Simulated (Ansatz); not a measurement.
Process, species as SMILES: [CH]=C=O → [CH-]=C=O (an electron is taken up)
B3LYP-D3(BJ)/def2-TZVP geometries, fixed; electronic energies without zero-point terms; positive where energy is released.
Largest species:
```xyz
4

C      0.2424    -0.1985    -1.2225
C     -0.0383    -0.0128     0.0205
H     -0.2306    -0.6396    -2.0763
O     -0.1243     0.2384     1.1610
```
Charge 0, spin multiplicity 2.

Basis-set convergence of the adiabatic electron affinity at PBE with Ansatz (a program for electronic structure). All functions are spherical. Open shells are unrestricted. No added dispersion term, no relativity. Functions are those of the species that has most. Reference: the value in aug-pcseg-3, 2.240 eV, itself unsure by roughly 0.020 eV (its mean distance from aug-cc-pVQZ, def2-QZVPPD). Deviations are taken from unrounded values.

| basis | functions | adiabatic electron affinity (eV) | minus reference (eV) |
|---|---|---|---|
| cc-pVDZ | 47 | 1.566 | -0.674 |
| aug-cc-pVDZ | 78 | 2.231 | -0.009 |
| cc-pVTZ | 104 | 1.963 | -0.278 |
| jun-cc-pV(T+d)Z | 131 | 2.242 | 0.002 |
| aug-cc-pVTZ | 161 | 2.241 | 0.001 |
| cc-pVQZ | 195 | 2.099 | -0.141 |
| aug-cc-pVQZ | 286 | 2.239 | -0.001 |
| cc-pV5Z | 328 | 2.186 | -0.054 |

The smallest set listed that lies within 0.1 eV of the reference with all its larger relatives (same family, alike in diffuse functions; a set with none counts only in the reference's own line) is aug-cc-pVDZ (78 functions, -0.009 eV off). Inside, with no larger relative to test it: cc-pV5Z.
